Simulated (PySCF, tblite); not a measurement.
# C3H5NO+ (doublet): geometry, infrared bands and EPR parameters

Aim: predict the infrared bands and EPR parameters of C3H5NO+ (doublet) (`C/N=C/C=[O+]`).

The runs use tblite 0.8.0 and PySCF 2.14.0, with density-fitted response routines of our own; the level of theory stands in each step. All values are computed, except where a source is named. Atoms are numbered from 0 throughout.

## (1) Starting geometry

10 atoms, charge 1, multiplicity 2; geometry from: force field or distance geometry start.

Bonds of the start (Å): C0–N1 1.48, N1–C2 1.28, C2–C3 1.51, C3–O4 1.23, C0–H5 1.09, C0–H6 1.10, C0–H7 1.09, C2–H8 1.10, C3–H9 1.09.

## (2) Relaxing the molecule with GFN2-xTB

The job: settings as JSON, then the geometry in Å.

```
{"job": {"kind": "relax", "xc": "GFN2-xTB", "basis": "xTB"}, "charge": 1, "multiplicity": 2}
C      1.685200    -0.030400     0.148400
N      0.422300    -0.296500    -0.565700
C     -0.618600     0.099000     0.059800
C     -1.967700    -0.116300    -0.581200
O     -2.975100     0.254900     0.010000
H      2.315200     0.593900    -0.482800
H      1.544300     0.489500     1.104200
H      2.204900    -0.965200     0.346000
H     -0.647600     0.613600     1.032700
H     -1.954100    -0.637900    -1.542200
```

Started as:

```sh
$ OMP_NUM_THREADS=1 python probes_run.py task.json out
```

This one command runs all jobs of the session in turn.

**Question.** This job is followed by: GFN2-xTB harmonic vibrations, gas phase; UKS B3LYP, pcH-1 on C H N O, non-relativistic, mean-field spin-orbit, GIAO. What will the session give for the following? strongest single infrared mode (GFN2-xTB); zero-point energy (GFN2-xTB); g(iso) (B3LYP); ⟨S²⟩; largest a(iso) (averaged by class).

As calculated:

```
                                 quantity                  value
strongest single infrared mode (GFN2-xTB)  1822 cm⁻¹, 623 km/mol
             zero-point energy (GFN2-xTB)          45.0 kcal/mol
                           g(iso) (B3LYP)                2.00325
                                     ⟨S²⟩     0.757 (exact 0.75)
       largest a(iso) (averaged by class)    1H on H8, 261.6 MHz
```

What this shows: Relaxing lowered the energy by 0.883 eV in 29 steps; the bonded pair that moved most is C0–N1, from 1.475 to 1.362 Å. No mode is imaginary among the 24: a minimum at this level. The strongest single mode, at 1822 cm⁻¹, moves mainly C3 and O4. GFN2-xTB is a fitted tight-binding method: band positions and strengths are rough. Its intensities can rank the bands wrongly. N1 carries the largest spin population, 0.64 e. The isotropic g lies 0.9 ppt above the free-electron value.
